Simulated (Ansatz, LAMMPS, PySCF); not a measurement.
## How well does each level of theory give the bulk modulus of rock-salt MgO?

Reference value: 170 GPa (measured, 0 K value with the zero-point phonon effect removed; as tabulated in Mejia-Rodriguez and Trickey (2018), arXiv:1807.09216).

Question: What do ionic model lewis1985b, LDA, PBE, PBEsol, PBEsol-D3(BJ), r²SCAN, B3LYP (VWN-RPA form), HSE06, LC-ωPBE, Hartree–Fock, MP2, CCSD give, and how far is each from the reference?

Answer: 
```
level (code)                                  value (GPa)  cell (Å³/atom)  error (%)
--------------------------------------------  -----------  --------------  ---------
ionic model lewis1985b (shell model, LAMMPS)          210            9.33        +24
LDA (Ansatz)                                          172            9.00       +1.2
PBE (Ansatz)                                          149            9.62      -12.4
PBEsol (Ansatz)                                       157            9.36       -7.6
PBEsol-D3(BJ) (Ansatz)                                167            9.10       -1.8
r²SCAN (Ansatz)                                       167            9.29       -1.8
B3LYP (VWN-RPA form) (Ansatz)                         161            9.42       -5.3
HSE06 (Ansatz)                                        167            9.27       -1.8
LC-ωPBE (Ansatz)                                      170            9.28        0.0
Hartree–Fock (Ansatz)                                 182            9.15       +7.1
MP2 (PySCF)                                       152 ± 5            9.57      -10.6
CCSD (PySCF)                                      160 ± 5            9.43       -5.9
```

Once the reference is moved by up to 1.9 % (a margin picked here for doubts on the reference and the settings) and values within 1.7 % count as equal, the nearest can be LC-ωPBE (0.0 %), LDA (+1.2 %), PBEsol-D3(BJ) (-1.8 %), r²SCAN (-1.8 %) or HSE06 (-1.8 %). Farthest off among them: ionic model lewis1985b (+24 %). Within 15 %: LDA, PBE, PBEsol, PBEsol-D3(BJ), r²SCAN, B3LYP (VWN-RPA form), HSE06, LC-ωPBE, Hartree–Fock, MP2, CCSD.

A ± on a computed value is a rough bar: the spread of its extrapolation, a floor set from checks against published values, or a statistical error. Each level is taken at its own relaxed cell. Cutoffs and k meshes differ between the levels. Ansatz's density-functional and Hartree–Fock values are scalar-relativistic unless marked +SOC, with PAW data made under PBE.

Empirical potentials (ionic model lewis1985b) are fitted to chosen data: where that held the value shown, agreement is built in, and what lay outside the fit can be far off.

Differences are worked out from the printed values.

Ansatz is an electronic-structure program.
